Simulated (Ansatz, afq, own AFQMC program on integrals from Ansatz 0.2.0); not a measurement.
## AlSi, quartet: AFQMC among the cluster methods

| atom | x (Å) | y (Å) | z (Å) |
| --- | --- | --- | --- |
| Si | 0.0000 | 0.0000 | 0.0000 |
| Al | 0.0000 | 0.0000 | 2.4162 |

Basis cc-pVDZ. Noble-gas cores (and the filled d shells of Ga–Kr and In–Xe) are frozen. Integrals, coupled cluster, full CI and functionals: Ansatz 0.2.0; the random walks run on the same integrals in our own AFQMC program. The CISD trial takes its coefficients from CCSD amplitudes. Released means that phaseless walkers are propagated on without the constraint, phases kept. Error bars are statistical, one sigma.

Determinant: UHF, the one that the program's search chose, which needn't be the lowest solution. The geometry is a point of a scan.

Full CI on the same integrals is exact in this basis and with this determinant's frozen core.

Cautions: lower spins were not checked.

The T1 diagnostic is 0.0322 and the weight of the determinant in the CISD state is 0.859. The ⟨S²⟩ of the determinant is 3.767 and the size of the correlated space is 7 electrons in 26 orbitals.

| level | correlation energy (eV) |
| --- | --- |
| MP2 | -2.7124 |
| CCSD | -3.5201 |
| CCSD(T) | -3.6767 |

Question: Estimate where full CI lies against CCSD(T) on the same integrals.

Answer: 2.12 mEh below CCSD(T).

Reference: full CI, correlation energy -3.734 eV. The released energy is read at 2.40 1/Eh (meV from the phaseless value at times in 1/Eh: -3 ± 4 at 0.24, -8 ± 3 at 0.51, -13 ± 3 at 0.99, -20.4 ± 2.4 at 1.62, -20.1 ± 2.1 at 2.40).

```csv
level,E − E(reference) (mEh),share of correlation (%)
CCSD(T),2.12,98.45
CCSDT,0.49,99.65
CCSDT(Q),0.03,99.97
CCSDTQ,0.02,99.99
ph-AFQMC/HF,4.32 ± 0.61,96.85
ph-AFQMC/CISD,0.90 ± 0.15,99.34
released AFQMC,0.16 ± 0.08,99.88
```

CCSDT and higher add their correlation energy to the determinant of the CCSD(T) run, since their own runs factorise the integrals more tightly (a shift of under 2 meV). A walk keeps the symmetry of its determinant, which the program's search chose and which needn't be the lowest solution, so a lower state of the same spin and another symmetry isn't excluded. Released energies are given only where the last usable release times agree within the noise; a slower fall can still hide under it.
